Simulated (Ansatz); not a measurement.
Frontier orbitals of MgS, SMILES `[Mg]=[S]`.

Bond lengths: Mg1–S2 2.136 Å.

Total charge 0; spin multiplicity 1. Correlated methods include outer-core shells of Mg, which these sets cover unevenly. Geometry: relaxed with PBE0-D4/def2-TZVP. Basis def2-TZVPP, the Gaussian-basis code of Ansatz.

Orbital energies of one run (eV). Highest occupied ones, from the top: -4.71, -4.71, -6.44, -14.72, -48.30, -48.30, -48.32, -81.02, -153.01, -153.01, -153.23, -206.82, -1260.87, -2395.66. Empty: -4.26, -1.21, -1.21, 0.35, 1.45, 2.27.

Task: Which functional gave them?
A. ωB97M-V
B. r2SCAN0
C. BLYP
D. CAM-B3LYP

Result: C. HOMO energies: BLYP -4.71, r2SCAN0 -5.93, CAM-B3LYP -7.06, ωB97M-V -7.89 eV.
